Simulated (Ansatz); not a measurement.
Molecule: C4H7, charge -1, multiplicity 1. It need not be the lowest isomer of its formula. Whether it binds its extra electron was not tested at this geometry. 
Coordinates optimised at B3LYP-D3(BJ)/def2-TZVP (Ansatz, a program for electronic structure):
SMILES: [CH2-]C(=C)C
```xyz
11

C      0.2026     0.0991     1.4400
C     -0.0034     0.1272     0.0647
H      0.3361     1.0103     2.0148
H      0.2627    -0.8409     1.9763
C     -0.1117     1.2222    -0.7863
H     -0.0079     2.2395    -0.4219
H     -0.2774     1.0888    -1.8491
C     -0.0872    -1.2368    -0.6116
H     -0.4991    -1.9897     0.0679
H     -0.7209    -1.1971    -1.5032
H      0.9050    -1.5813    -0.9255
```
Charge -1, spin multiplicity 1.

Basis-set convergence of Hartree-Fock and CCSD(T) correlation energies (hartree) with Ansatz. Valence correlation only, unless marked. Spin-orbit coupling is left out. No relativistic terms. This anion needs diffuse functions, which these sets lack.

```csv
basis,functions,E(HF),"E(corr, CCSD(T))",rough core time
cc-pVDZ,91,-155.45521,-0.64014,under 20 s
cc-pVTZ,218,(withheld),(withheld),60 s
```

Task: Fill in the missing entries.

Result: 
- cc-pVTZ, E(HF): -155.50694
- cc-pVTZ, E(corr, CCSD(T)): -0.76953
